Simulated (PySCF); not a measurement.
**How well do the runs reproduce experiment for CH3F?**

**Measured values to compare with.**

From NIST CCCBDB Release 22 (SRD 101), experimental dipoles, for the gas: dipole moment (microwave Stark effect, vibrational ground state) 1.847 D.

How close the calculation comes is told at the end.

Species: CH3F.
Numbering: `[CH3:1][F:2]` (hydrogens: H3, H4, H5 on C1)

Structure used (PBE0-D3(BJ)/def2-SVP), in Å, numbered top down from 1:
```xyz
5
CH3F angstrom
C     -0.0169    0.0194    0.0262
F      1.3284   -0.1190   -0.1408
H     -0.2923   -0.1986    1.0716
H     -0.3240    1.0506   -0.2164
H     -0.5536   -0.6786   -0.6378
```

The PySCF runs (gas phase, on this PBE0-D3(BJ)/def2-SVP geometry; no spin–orbit coupling):

```tsv
level	job	basis functions	wall time
PBE0-D3(BJ)/def2-SVP, grid level 1	geometry optimisation from a GFN2-xTB start	43	2.8 s
```

Hardware: one thread of an Intel Xeon Platinum 8259CL at 2.50 GHz, no GPU (shared host).

**Comparison with experiment**

**Dipole moment.** Measured: 1.847 D (NIST CCCBDB Release 22 (SRD 101), experimental dipoles).

```json
{"level": "PBE0-D3(BJ)/def2-SVP", "computed (D)": "1.740", "computed − measured (D)": "-0.107", "% (from the printed values)": "-6"}
```

The computed dipoles belong to one fixed geometry; measured ones are averaged over vibrations unless marked μe. Magnitudes are compared, not signs.

The geometry is computed, not the measured one. Where a level misses, the cause wasn't examined.
